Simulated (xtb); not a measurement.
C3H4, SMILES C#CC. All values are semi-empirical tight-binding results from xtb (GFN2-xTB unless named), good for trends rather than for accurate numbers. Geometry optimised at GFN2-xTB.

Problem. Estimate the properties. (An estimate is asked for; the answer gives what the named calculation found.)

Solution. 
The point group as xtb finds it is C3v and the orbital gap comes out as 7.08 eV. The dipole moment is 0.77 D. The zero-point energy is 34.3 kcal/mol, the G − E(el) at 298.15 K (modified RRHO) comes out as 19.7 kcal/mol and the static polarisability (D4 model) is 34.6 bohr³. The solvation energy, GFN2-xTB/ALPB(water) is -1.0 kcal/mol and the solvation energy, GFN2-xTB/ALPB(chcl3) comes out as -2.9 kcal/mol.

Problem. Give the IR lines (harmonic; lines under 4 % of the strongest left out, lines within 3 cm⁻¹ merged). (The exact figures need the calculation; the answer reports its results.)

Solution. ν (cm⁻¹): 645 (vs), 997 (m), 1033 (m), 1388 (w), 1456 (m), 2304 (s), 3004 (vs), 3012 (m), 3401 (w) (against the strongest line: vs over 80 %, s over 45 %, m over 15 %, w over 4 %, vw less)
